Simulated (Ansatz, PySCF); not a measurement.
Reaction: C3H4 (SMILES C1=CC1) → C3H4 (SMILES C#CC)
Each species at its own B3LYP-D3(BJ)/def2-TZVP minimum (Ansatz, a first-principles code).

Quantity: isomerisation energy (enthalpy at 298 K, ideal-gas terms from PySCF's Hessians at B3LYP-D3(BJ)/def2-TZVP), in kcal/mol. Open shells are spin-unrestricted; no spin-orbit coupling. Cores are frozen in correlated methods. Rows without X2C or -DK are non-relativistic. CBS(X,Y): correlation extrapolated as X^-3, Hartree-Fock from the larger set (Q,5: extrapolated as (X+1)exp(-9√X)). A bracket is a step between two methods taken in the basis named. Functionals run without relativity, which enters their misses. '+ core + X2C': CCSD(T) terms for core correlation (cc-pwCVTZ) and scalar relativity (cc-pVTZ-DK).

From measured enthalpies of formation at 298 K: -23.4 kcal/mol (Active Thermochemical Tables 1.112 (ions: stationary electron), as tabulated in the package chemicals). The calculations leave out spin-orbit terms.

```
level                                                                     program  isomerisation energy (kcal/mol)  error against that value
------------------------------------------------------------------------  -------  -------------------------------  ------------------------
HF/cc-pVDZ                                                                 Ansatz                            -25.8                      -2.4
wB97X-V/def2-TZVPD                                                         Ansatz                            -19.7                       3.7
MP2/cc-pVTZ                                                                Ansatz                            -23.6                      -0.2
CCSD/CBS(cc-pVTZ,cc-pVQZ)                                                  Ansatz                            -23.6                      -0.2
CCSDT(Q)/cc-pVDZ                                                           Ansatz                            -22.7                       0.7
CCSD(T)/CBS(cc-pVQZ,cc-pV5Z) + [CCSDT(Q) - CCSD(T)]/cc-pVDZ + core + X2C   Ansatz                            -23.3                       0.1
```
